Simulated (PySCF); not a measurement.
# Static response to an electric field

Species: C4H5F.
Geometry (PBE0-D3(BJ)/def2-SVP, Å), atoms numbered from 1 in this order:
```xyz
10
C4H5F angstrom
F      2.3224    0.1421   -0.5593
C      1.0374    0.1706   -0.2663
C      0.1257    1.1455   -0.1933
C     -0.9525    0.1534    0.1952
C      0.1353   -0.9624    0.1012
H      0.1352    2.2249   -0.3456
H     -1.7771    0.0396   -0.5268
H     -1.3768    0.2822    1.2042
H     -0.0320   -1.7197   -0.6815
H      0.3649   -1.4718    1.0509
```

Level: wB97X-D/def2-SVPD (PySCF), static field, nuclei fixed, core orbitals frozen in the response. The polarisability tensor in these axes (au):

```
x   50.24 -2.96 -2.65
y   -2.96 50.31 -1.20
z   -2.65 -1.20 37.73
```

Task: Give the principal values, the mean and the anisotropy Δα = √{½[(α1 − α2)² + (α2 − α3)² + (α1 − α3)²]}.

Result: Principal values 36.95, 48.02 and 53.31 au; mean 46.09 au = 6.83 Å³ = 7.60 × 10⁻⁴⁰ C²·m²/J; Δα = 14.47 au (31 % of the mean).

Task: What is the dipole moment, and where does it point?

Result: (-1.49, -0.23, 0.38) D, 1.55 D in size, pointing from the negative to the positive side. Measured along this direction, the outermost atoms are F1 at the negative end and H8 and H7 at the positive end.

Task: Form Σ f/ω² (atomic units) for the 10 lowest TDDFT singlets, given as eV and f, and set it beside the mean polarisability, which is this sum over all singlets: 7.14, 0.0073; 7.28, 0.2193; 7.62, 0.0101; 8.03, 0.0273; 8.51, 0.0002; 8.77, 0.0074; 8.97, 0.0001; 8.99, 0.0869; 9.31, 0.0005; 9.57, 0.0001.

Result: They add up to 4.48 au, 9.7 % of the 46.09 au; the largest single term is 3.06 au, from the state at 7.28 eV. Terms in order: 0.11, 3.06, 0.13, 0.31, 0.00, 0.07, 0.00, 0.80, 0.00, 0.00 au. Higher excitations give the rest. The strengths listed sum to 0.359.

Task: Find the Langevin capture rate constant for O2+ (31.990 u) meeting this molecule (72.038 u), k = 2.342 × 10⁻⁹ cm³/s × √(α in Å³ / reduced mass in u).

Result: The reduced mass is 22.15 u, so k = 1.30 × 10⁻⁹ cm³/s. The formula leaves out the permanent dipole, which adds to the capture rate.

Task: What are the principal values of the traceless quadrupole moment, Θ = ½Σq(3rr − r²1), about the centre of nuclear charge?

Result: -3.22, 0.03, 3.19 D·Å. The values depend on the origin, since the dipole doesn't vanish. The electronic extent ⟨r²⟩ about the same centre is 370 bohr², a root-mean-square distance of 1.65 Å for the 38 electrons.

Task: Molar refractivity from α?

Result: Lorentz–Lorenz: R = (4π/3)N_A α = 2.5225 cm³/(mol·Å³) × 6.83 Å³ = 17.2 cm³/mol, in the limit of long wavelengths.

Isolated species at its PBE0-D3(BJ)/def2-SVP geometry, gas phase.

The run behind these numbers computed excited states and ΔSCF ions as well. On one thread of an Arm Neoverse V2, no GPU (shared host), this took 18 s of wall time.
